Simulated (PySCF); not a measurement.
Estimate the missing entries of this data sheet.

Species: C4H9F.
Atom-mapped SMILES: `[CH3:1][C:2]([CH3:3])([CH3:4])[F:5]` (hydrogens: H6, H7, H8 on C1; H9, H10, H11 on C3; H12, H13, H14 on C4)

```tsv
property	level	value
point group of the GFN2-xTB geometry	GFN2-xTB	C3v
rotational constants A, B, C of the GFN2-xTB geometry	GFN2-xTB	4.728, 4.727, 4.533 GHz
dipole moment	PBE0/pcSseg-1	?
HOMO energy	PBE0/pcSseg-1	-9.06 eV
LUMO energy	PBE0/pcSseg-1	1.35 eV
13C chemical shifts (computed TMS as zero) by class	GIAO PBE0/pcSseg-1	?
1H chemical shifts (computed TMS as zero) by class	GIAO PBE0/pcSseg-1	?
isotropic shieldings of nuclei other than C and H, by class	GIAO PBE0/pcSseg-1	345 (F5) ppm
```

The electronic properties come from PySCF, for the isolated species, density fitting. NMR classes are plain means over equivalent atoms (diastereotopic ones count apart unless rotation or inversion swaps them), as if these changed places fast; in this geometry the members of some classes differ.

(1) The 13C chemical shifts (computed TMS as zero) by class?

(2) What are the 1H chemical shifts (computed TMS as zero) by class?

(3) Give the dipole moment.

Answers

(1) 94.1 (C2), 30.5 (C1/C3/C4) ppm.

(2) 1.36 (H6/H7/H8/H9/H10/H11/H12/H13/H14) ppm.

(3) 1.90 D.

The rotational constants are those of an oblate symmetric top; the small spread among constants that symmetry makes equal is optimisation noise. With B = h/(8π²I), that is 505.379 GHz u Å² over I, the principal moments of inertia are 106.9, 106.9 and 111.5 u Å² (most abundant isotopes); the inertial defect Ic − Ia − Ib is -102.3 u Å² (zero for a rigid planar frame, negative otherwise). The dipole matches unit charges of opposite sign 0.40 Å apart (1 e·Å = 4.8032 D). A dipole of 1.90 D is allowed in C3v, and pure rotational transitions are dipole-allowed.

For the NMR shielding job (PBE0/pcSseg-1), time: 16 s (with the writing of density and orbital grids); peak memory 0.67 GiB. Hardware: an Intel Xeon at 2.30 GHz with one thread, shared host with 24 logical CPUs at a one-minute load of 22.
